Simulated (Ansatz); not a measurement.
`CC(Cl)CCl` + H₂ → `CC(C)Cl` + HCl at 700 K and 1 bar (hydrogenolysis of a C–Cl bond).

Program: Ansatz. Geometries: PBE0-D4/def2-TZVP. ΔE: electronic, gas phase. CCSD(T)/CBS adds triple-zeta CCSD(T) − MP2 to the extrapolated MP2 energy (def2 sets, frozen cores). This one scheme is used for every species. One conformer a species, not always the lowest.

```json
{"species": "`CC(Cl)CCl`", "CCSD(T)/CBS energy (Eh)": "-1037.33749", "H − E (kJ/mol)": "298.7", "S (J/(mol·K))": "442.0"}
{"species": "H₂", "CCSD(T)/CBS energy (Eh)": "-1.17544", "H − E (kJ/mol)": "46.8", "S (J/(mol·K))": "155.3"}
{"species": "`CC(C)Cl`", "CCSD(T)/CBS energy (Eh)": "-578.16231", "H − E (kJ/mol)": "313.8", "S (J/(mol·K))": "401.8"}
{"species": "HCl", "CCSD(T)/CBS energy (Eh)": "-460.38127", "H − E (kJ/mol)": "38.4", "S (J/(mol·K))": "211.8"}
```

H − E and S are ideal-gas, rigid-rotor, harmonic terms from PBE0-D4/def2-TZVP, for one conformer and one mirror image of each species. The MP2-based limit puts H₂ 0.8 mEh under its directly extrapolated value; such offsets cancel only in part. 1 Eh = 2625.50 kJ/mol, R = 8.31446 J/(mol·K).

Question: By hand: ΔE, ΔH, ΔS and ΔG.

Answer: ΔE = (-578.16231) + (-460.38127) − (-1037.33749) − (-1.17544) = -0.03065 Eh = -80.5 kJ/mol. Δ(H − E) = 313.8 + 38.4 − 298.7 − 46.8 = 6.7, so ΔH = -73.8 kJ/mol. ΔS = 401.8 + 211.8 − 442.0 − 155.3 = 16.3 J/(mol·K). ΔG = -73.8 − 700 × (16.3)/1000 = -85.2 kJ/mol.

Question: By hand: the equilibrium constant, and the temperature at which ΔG would vanish if ΔH and ΔS stayed fixed.

Answer: log₁₀ K = −ΔG/(RT ln 10) = 6.4. ΔH and −TΔS have one sign here, so there is no such temperature.

ΔH outweighs TΔS. A doubt of 5 kJ/mol in ΔE shifts log₁₀ K by 0.4 here. Other conformers and mirror images would add mixing entropy, several J/(mol·K) or more a flexible species. These are equilibria of isolated gas molecules and say nothing of rates. Largest T1 diagnostic: 0.009 (customary marks: 0.02 for closed shells, 0.045 for open ones).
